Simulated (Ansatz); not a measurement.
## MgAs, quartet: the ladder up to UCCSDT(Q)

Geometry: a point of a stretch scan, not a stationary point.

```xyz
2

As    0.0000    0.0000    0.0000
Mg    0.0000    0.0000    4.9560
```

Basis cc-pVTZ; Ansatz 0.2.0. Only valence electrons are correlated (noble-gas cores and the filled d shells of p-block atoms frozen), which leaves 7 electrons in 58 orbitals. Prefix R: restricted or restricted open-shell reference; prefix U: unrestricted. Active spaces: pair = (5e, 5o) about the gap; valence = (7e, 8o) chosen from the atoms' valence shells. No spin–orbit coupling is included, and no scalar relativity. The metal's outer-core shells are frozen, which leaves out core–valence correlation.

Full CI isn't at hand for all of this; UCCSDT(Q) serves as the reference, and is uncertain by about the last step of the cluster series. The frozen core follows each run's orbitals, which can shift R against U totals by a few meV for light atoms and by up to 0.1 eV past Ca.

```
UHF ⟨S²⟩                          : 3.754
T1 diagnostic (RCCSD)             : 0.0088
largest doubles amplitude (RCCSD) : 0.075
T1 diagnostic (UCCSD)             : 0.0113
```

| level | E − E(UCCSDT(Q)) (kcal/mol) | share of correlation (%) | wall time |
| --- | --- | --- | --- |
| UHF | 77.65 | 0.93 | – |
| UMP2 | 17.64 | 77.50 | – |
| UCCSD | 2.29 | 97.07 | – |
| UCCSD(T) | 0.43 | 99.46 | 38 s |
| UCCSDT | 0.05 | 99.94 | – |

The correlation energy at UCCSDT(Q), counted from RHF, is -3.399 eV. That run took 2.9 min on 1 thread of Intel Xeon, shared host.

Run but not shown, since their state or frozen core can't be matched to the reference's or they repeat it: RHF, RMP2, CISD, RCCSD, RCCSD(T), BCCD(T), RCCSDT, RCCSDT(Q), CASSCF (pair space), NEVPT2 (pair space), MRCISD (pair space), MRCISD+Q (pair space), CASSCF (valence space), NEVPT2 (valence space), MRCISD (valence space), MRCISD+Q (valence space).

Times hold each run's SCF and search for its determinant on a shared host, so for small cases they say little of a method's own cost; they ran on 1 thread of Intel Xeon.

Natural occupations of CASSCF (valence space) about the gap: 2.000 1.849 1.000 1.000 1.000 0.051 0.051 0.050; effectively unpaired electrons, Σ n²(2−n)², 3.11.
